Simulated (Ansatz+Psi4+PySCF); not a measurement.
doublet HClO(+): levels of theory in one basis

```
atom    x (Å)    y (Å)    z (Å)
   O   0.0459   1.1127  -0.0039
   H  -0.9197   1.3383  -0.0024
  Cl   0.0393  -0.5926  -0.0015
```

Basis set: cc-pVTZ on H, O; cc-pV(T+d)Z on Cl (spherical functions). Left uncorrelated: 6 orbitals. Correlation on ROHF uses semicanonical orbitals with singles. Charge 1, multiplicity 2.

Computed with Ansatz (development build ahead of 0.2.0); each method stands on the lowest determinant of its kind that the runs found.

```tsv
method	E − E(ROHF) (eV)	<S²> of the determinant
ROHF	0.00	0.75
UHF	-0.23	0.78
ROHF-MP2	-10.89	–
UHF-MP2	-10.95	0.78
ROHF-CCSD	-12.18	–
UHF-CCSD	-12.19	0.78
ROHF-CCSD(T)	-12.75	–
UHF-CCSD(T)	-12.75	0.78
ROHF-CCSDT	-12.81	–
UHF-CCSDT	-12.81	0.78
```

The restricted and unrestricted rows may stand on different electronic states: another unrestricted solution lies nearer the restricted one.

Caution for ROHF-MP2, UHF-MP2, ROHF-CCSD, UHF-CCSD, ROHF-CCSD(T), UHF-CCSD(T), ROHF-CCSDT, UHF-CCSDT: large amplitudes, a single reference is doubtful; a plain start can end on a higher determinant. Caution for ROHF-MP2, UHF-MP2: MP2 on this radical cation hangs on the determinant chosen; another reference gives a lower total.
